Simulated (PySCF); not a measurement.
**One shape, several levels: CHCl3 (chloroform)**

Wanted: a comparison of 6 runs (B3LYP/6-31G*, B2PLYP/6-311+G**, TPSS/6-311+G**, r2SCAN/6-311+G**, wB97M-V/6-311+G**, SCS-MP2/6-311+G**) of CHCl3 (chloroform). Input form: a Python script.

The results are computed with PySCF 2.14.0.

1 further run of the same task is left out (set aside as unsound or not needed).

**1. The system as given**

CHCl3 has 5 atoms, charge 0, and is taken as a singlet. As SMILES, `ClC(Cl)Cl`. The C2–Cl4 distance was set to 3.185 Å, away from the relaxed value. At this shape a bond of the SMILES string is far longer than usual.

Bond lengths: Cl1–C2 1.769 Å, C2–Cl3 1.770 Å, C2–H5 1.092 Å. Angles: Cl1–C2–Cl3 110.2°, Cl1–C2–H5 108.8°, Cl3–C2–H5 108.7°.

**2. A single-point energy at B3LYP/6-31G(d) (spherical functions) (run 1)**

calc.py

```python
from pyscf import gto, dft

mol = gto.M(
    atom='''
Cl       0.320310       0.677946       2.507752
C        1.057410       0.398806       0.923942
Cl       2.225870      -0.926714       1.018992
Cl      -1.189720      -0.268830      -1.232630
H        1.581000       1.305706       0.615812
''',
    verbose=4,
    max_memory=1860,
    basis='6-31g*',
    charge=0,
)

myscf = dft.RKS(mol, xc='b3lyp')
myscf.conv_tol = 1e-10
myscf.grids.level = 5
myscf.kernel()
if not myscf.converged:
    myscf = myscf.newton().run(myscf.mo_coeff, myscf.mo_occ)

energy = myscf.e_tot
print(f'total energy: {energy:.8f} hartree')
```

Launch:

```sh
$ OMP_NUM_THREADS=1 python calc.py
```

The log of the run:

```text
PySCF version 2.14.0

[... 85 lines left out ...]
converged SCF energy = -1419.15369409293
total energy: -1419.15369409 hartree
```

Run time: 19 s. Hardware: 1 thread of Intel Xeon at 2.70GHz, shared host; peak memory 0.37 GiB.

**3. A single-point energy at B2PLYP/6-311+G(d,p) (run 2)**

input.py

```python
from pyscf import gto, dft, mp

mol = gto.M(
    atom='''
Cl     0.320310     0.677946     2.507752
C      1.057410     0.398806     0.923942
Cl     2.225870    -0.926714     1.018992
Cl    -1.189720    -0.268830    -1.232630
H      1.581000     1.305706     0.615812
''',
    basis='6-311+g**',
    verbose=3,
    max_memory=1860,
)

mf = dft.RKS(mol)
mf.xc = '0.53*HF + 0.47*B88, 0.73*LYP'
mf.grids.level = 5
mf.conv_tol = 1e-10
mf.kernel()
if not mf.converged:
    mf = mf.newton().run(mf.mo_coeff, mf.mo_occ)

pt = mp.MP2(mf, frozen=16).run()
energy = mf.e_tot + 0.27 * pt.e_corr
print('PT2 part  %.8f' % (0.27 * pt.e_corr))
print('E(%s) = %.9f' % ('B2PLYP', energy))
```

Launch:

```sh
$ OMP_NUM_THREADS=1 python input.py
```

The log of the run:

```text
converged SCF energy = -1418.5312969977
E(RMP2) = -1419.29860928909  E_corr = -0.767312291385479
E(SCS-RMP2) = -1419.28515081102  E_corr = -0.753853813315914
PT2 part  -0.20717432
E(B2PLYP) = -1418.738471316
```

It took 30 s on 1 thread of Intel Xeon at 2.70GHz, shared host; peak memory 0.65 GiB.

Runs 3 to 5 aren't shown in full; the table further down has their settings and results.

**4. The energy at SCS-MP2/6-311+G(d,p) (run 6)**

run.py

```python
from pyscf import gto, mp

system = gto.M(
    atom='''
Cl       0.320310       0.677946       2.507752
C        1.057410       0.398806       0.923942
Cl       2.225870      -0.926714       1.018992
Cl      -1.189720      -0.268830      -1.232630
H        1.581000       1.305706       0.615812
''',
    max_memory=1860,
    verbose=3,
    basis='6-311+g**',
    charge=0,
)

hf = system.RHF()
hf.conv_tol = 1e-10
hf.kernel()
if not hf.converged:
    hf = hf.newton().run(hf.mo_coeff, hf.mo_occ)

pt = mp.MP2(hf, frozen=16).run()
e_tot = hf.e_tot + 1.2 * pt.e_corr_os + pt.e_corr_ss / 3
print(f'total energy: {e_tot:.8f} hartree')
```

Launch:

```sh
$ OMP_NUM_THREADS=1 python run.py
```

The log of the run:

```text
converged SCF energy = -1416.79944849806
E(RMP2) = -1417.38969796266  E_corr = -0.590249464601537
E(SCS-RMP2) = -1417.37718796651  E_corr = -0.577739468451972
total energy: -1417.37718797 hartree
```

It took 4.5 s on 1 thread of Intel Xeon at 2.70GHz, shared host; peak memory 0.37 GiB.

**5. All runs side by side**

```
run                               level  frozen core orbitals  nlc grid   energy (Eh)  dipole moment (D) of the reference  HOMO energy (eV)  LUMO energy (eV)  wall time
  1  B3LYP/6-31G* (spherical functions)                     –         –  -1419.153694                                5.49             -7.44             -5.71       19 s
  2                    B2PLYP/6-311+G**                    16         –  -1418.738471                                6.22             -8.80             -4.85       30 s
  3                      TPSS/6-311+G**                     –         –  -1419.302750                                5.51             -6.62             -6.28       47 s
  4                    r2SCAN/6-311+G**                     –         –  -1419.106590                                5.70             -6.82             -6.41       41 s
  5                   wB97M-V/6-311+G**                     –         1  -1419.114313                                6.23             -9.92             -4.09      2 min
  6                   SCS-MP2/6-311+G**                    16         –  -1417.377188                                7.84             -9.82             -3.01      4.5 s
```

**6. Summary of results**

```
                                           quantity           value
                                run 6: total energy  -1417.37719 Eh
        run 6: dipole moment (Hartree–Fock density)          7.84 D
         run 6: HOMO energy (Hartree–Fock orbitals)        -9.82 eV
         run 6: LUMO energy (Hartree–Fock orbitals)        -3.01 eV
       run 6: HOMO–LUMO gap (Hartree–Fock orbitals)         6.81 eV
run 6: correlation energy (16 core orbitals frozen)      -577.7 mEh
```

**Reading.** Over runs 1, 2, 3, 4, 5 the dipole moment (its size) runs from 5.49 D (B3LYP/6-31G*) to 6.23 D (wB97M-V/6-311+G**). The two ends differ in method and basis. Over runs 1, 2, 3, 4, 5 the HOMO–LUMO gap runs from 0.34 eV (TPSS/6-311+G**) to 5.83 eV (wB97M-V/6-311+G**). Totals of different functionals can't be ranked against each other. In runs 1, 2, 3, 4, 5, 6 a closed-shell determinant meets a far-stretched bond, which it describes badly. All runs together took 4.4 min, the longest 2 min.
